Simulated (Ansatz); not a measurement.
Results of LDA in Ansatz (PAW) for bcc Li.

Settings: plane-wave cutoff 520 eV, 18×18×18 k mesh, Fermi–Dirac smearing 0.1 eV, perturbation theory, force constants from a 6×6×6 q mesh, scalar-relativistic PAW data made under PBE.

Computed at the level's own relaxed cell. Harmonic vibrational thermodynamics at fixed volume:

```csv
T (K),S_vib (J/K per mol of atoms),C_V (J/K per mol of atoms),F_vib (eV/atom)
100,7.08,11.82,0.0389
200,18.29,19.90,0.0256
400,33.55,23.49,-0.0295
500,38.86,24.00,-0.0671
700,47.02,24.45,-0.1566
900,53.19,24.64,-0.2607
1000,55.79,24.70,-0.3172
```

The crystal is taken as a harmonic solid at every temperature: melting, phase changes and thermal expansion are not seen, nor the electrons' share in a metal.

Ansatz is a program for electronic structure.
